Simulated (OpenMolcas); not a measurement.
# SiH4 (silane): methods side by side

The species is SiH4 (5 atoms), meant as a singlet with charge 0. SMILES: `[SiH4]`. The coordinates come from a PBE0-D4/def2-TZVP relaxation.

```
atom    x (Å)    y (Å)    z (Å)
  Si   0.0000   0.0000  -0.0001
   H   0.9676  -0.6884   0.8909
   H  -1.3310   0.0449   0.6560
   H  -0.1051  -0.7403  -1.2826
   H   0.4685   1.3838  -0.2642
```

Each level gives the energy change with the Si1–H3 bond stretched from 1.485 to 1.856 Å (eV). The values are calculated.

| level | kind | program | value (eV) | less FCI/STO-3G | CPU time (all runs) |
| --- | --- | --- | --- | --- | --- |
| HF/STO-3G (restricted) | Hartree–Fock | OpenMolcas | 1.70 | +0.42 | 2.7 s |
| SVWN5/STO-3G (restricted) | LDA | OpenMolcas | 1.27 | -0.01 | 5.4 s |
| PBE/STO-3G (restricted) | GGA | OpenMolcas | 1.22 | -0.06 | 6 s |
| PBE0/STO-3G (restricted) | global hybrid | OpenMolcas | 1.37 | +0.09 | 6 s |
| B2PLYP/STO-3G (restricted) | double hybrid | OpenMolcas | 1.40 | +0.12 | 5.7 s |
| MP2/STO-3G (restricted) | perturbation theory | OpenMolcas | 1.47 | +0.19 | 2.9 s |
| CISD/STO-3G (restricted) | coupled cluster or CI | OpenMolcas | 1.33 | +0.05 | 3 s |
| FCI/STO-3G | exact in the basis | OpenMolcas | 1.28 | 0.00 | 3.6 s |

FCI/STO-3G is exact within its basis and frozen core, so for wave-function methods in that basis the difference is their error; functionals converge differently with the basis, so for them it is only a difference. The first shape isn't each level's own minimum. The values span 1.22 to 1.70 eV. All rows use very small basis sets, so even the best lies far from the true value. CPU times are rough (shared hosts, several kinds of processor): they show what a rung costs within a factor of a few.
